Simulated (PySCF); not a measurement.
Predicted microwave data (PySCF, PBE0-D3(BJ)/def2-SVP geometry optimisation, gas phase) for one isomer of C4H4FN:

```
Rotational constants : A = 4447, B = 3383, C = 1945 MHz
Dipole components    : |μa| = 3.60 D, |μb| = 0.90 D, |μc| = 0.00 D
Inertial defect      : -3.15 u·Å²
κ                    : 0.15
```

**Question.** Which candidate fits, each taken in the one conformer that was computed?
A. `C/C=C(/F)C#N`
B. `FC1=CC=CN1`
C. `C/C(C#N)=C\F`
D. `[F:1]/[CH:2]=[CH:3]\[C@H:4]1[CH:5]=[N:6]1` with C2–C3–C4–C5 153°
E. `[H]/N=C\C#CCF`

**Answer.** A. It is C/C=C(/F)C#N, an asymmetric top. The candidates at the same level (rigid rotor, commonest isotopes):

| SMILES | A (MHz) | B (MHz) | C (MHz) | μa (D) | μb (D) | μc (D) | Δ (u·Å²) | point group | rotor |
| --- | --- | --- | --- | --- | --- | --- | --- | --- | --- |
| F/C=C\[C@H]1C=N1 | 12776 | 1941 | 1835 | 0.09 | 0.90 | 2.06 | -24.62 | C1 | near-prolate asymmetric top |
| Fc1ccc[nH]1 | 8965 | 3576 | 2556 | 0.48 | 1.85 | 0.00 | 0.00 | Cs | asymmetric top |
| C/C(C#N)=C\F | 7534 | 2316 | 1791 | 2.75 | 0.81 | 0.00 | -3.17 | Cs | asymmetric top |
| [H]/N=C\C#CCF | 22796 | 1267 | 1209 | 1.40 | 1.80 | 0.03 | -3.23 | – | near-prolate asymmetric top |
| C/C=C(/F)C#N | 4447 | 3383 | 1945 | 3.60 | 0.90 | 0.00 | -3.15 | – | asymmetric top |

`C/C(C#N)=C\F` has A 69 % too high; `Fc1ccc[nH]1` has A 102 % too high; `[H]/N=C\C#CCF` has A 413 % too high; `F/C=C\[C@H]1C=N1` has A 187 % too high. No structure here is proved a minimum.
